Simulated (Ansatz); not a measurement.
## HgI (I4/mmm, No. 139)

These are HSE06 in Ansatz (plane waves, PAW) values and carry that method's errors.

Run with plane-wave cutoff 500 eV, 6×6×6 k mesh, gaussian smearing 0.02 eV, scalar-relativistic PAW data made under PBE.

Cell (relaxed at this level):

Space group I4/mmm (No. 139); a = b = 5.2389 Å, c = 11.7371 Å, α = β = γ = 90.00°

```tsv
atom	site	symmetry	x	y	z
Hg	4e	4mm	0.0000	0.0000	0.1115
I	4e	4mm	0.0000	0.0000	0.3425
```
(The calculation used a cell of 4 atoms; values per cell refer to that cell.)

For HgI (I4/mmm, No. 139), the band gap is 2.95 eV (on the SCF k mesh).

Note: the volume lies 14 % above that of the published cell.

Spin–orbit coupling is not included; with these elements it can move the gap by several tenths of an eV or more.

Ansatz is a quantum-chemistry and plane-wave program.
